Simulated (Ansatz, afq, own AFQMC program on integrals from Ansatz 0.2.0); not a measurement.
Two steps: Ansatz 0.2.0 writes the Fock matrix and Cholesky factors of the valence space, and afq projects on them the lowest state that overlaps trial and start.

```yaml
crystal:
  periodic: [false, false, false]
  atoms:
    - {symbol: O, position_ang: [0.000000, 0.000000, 0.000000]}
    - {symbol: C, position_ang: [0.000000, 0.000000, 1.123387]}
basis:
  gaussian: {orbitals: 6-31G}
magnetization: {spin_polarized: false}
correlation: {method: ccsd_t, electrons: outside_noble_gas, hamiltonian_folder: ham}
```

```sh
$ ansatz run in.yaml --threads 1 --pin off --events-out ev --progress --plain --max-ram 1843MiB
```

Options of the walk:

```
--method phaseless --trial hf --walkers 400 --populations 1 --least-time 40 --time-step 0.005 --steps-per-block 20 --equilibration-blocks 112 --max-blocks 600 --target-error 0.00114 --factor-cut 1e-05 --seed 4018 --taylor-order 6
```

Times are imaginary, in 1/Eh. The walk had a cap of 278 s.

```
orbitals 16  electrons 5 5  factors 92 of 205
reference energy -112.66708812 Eh
CCSD correlation -0.20616987 Eh in 8 cycles, weight of the determinant in the CISD state 0.9139
energy of the start -112.667088 Eh
 block  time / (1/Eh)  mean weight  energy / Eh
     1     0.100  1.0016  -112.722428
     2     0.200  1.0011  -112.767189
     3     0.300  1.0017  -112.798254
     4     0.400  1.0015  -112.818980
     5     0.500  1.0012  -112.817622
    10     1.000  1.0001  -112.854579
    86     8.600  1.0013  -112.910594
   171    17.100  1.0013  -112.895071
   256    25.600  1.0007  -112.885933
   341    34.100  0.9993  -112.874510
   426    42.600  0.9997  -112.868187
   511    51.100  1.0021  -112.933255
   579    57.900  1.0000  -112.851045
   596    59.600  0.9989  -112.860011
   647    64.700  1.0017  -112.937916
   681    68.100  0.9995  -112.903059
   698    69.800  1.0013  -112.888356
blocks merged  error / Eh  count
     1  0.000873  600
     2  0.001162  300
     4  0.001475  150
     8  0.001739  75
    16  0.001998  37
    32  0.002068  18
    64  0.001909  9
energy -112.888508 +/- 0.002068 Eh
(rows thinned)
```

(1) Estimate how long the walk took on 1 thread of AMD EPYC 9R45 96-Core, with other jobs on the host.

The run passed its tests (sampling time, drift between the halves within three errors, error under three times the target), which doesn't prove that it has relaxed.

Against this walk (error 56.3 meV) on the same determinant: CCSD(T) 193.1 meV higher, CCSDT(Q) 159.4 meV higher, CCSDTQ 161.8 meV higher, full CI (a separate run on its own orbitals, whose frozen core shifts it by up to a few meV) 160.1 meV higher, a separate phaseless walk with a CISD trial and standard settings 179.0 ± 57.1 meV higher. The error is statistical and leaves out the bias of the constraint.

Cautions: constraint bias not in the error; error above the target (56.3 against 31.0 meV); higher spins were not checked; raised T1 diagnostic (T1 0.021, weight of the determinant 0.91, largest double 0.08); full CI with its own frozen core.

Answers

(1) 63 s of wall time.

CCSDT and higher add their correlation energy to the determinant of the CCSD(T) run, since their own runs factorise the integrals more tightly (a shift of under 2 meV). A walk keeps the symmetry of its determinant, which the program's search chose and which needn't be the lowest solution, so a lower state of the same spin and another symmetry isn't excluded.
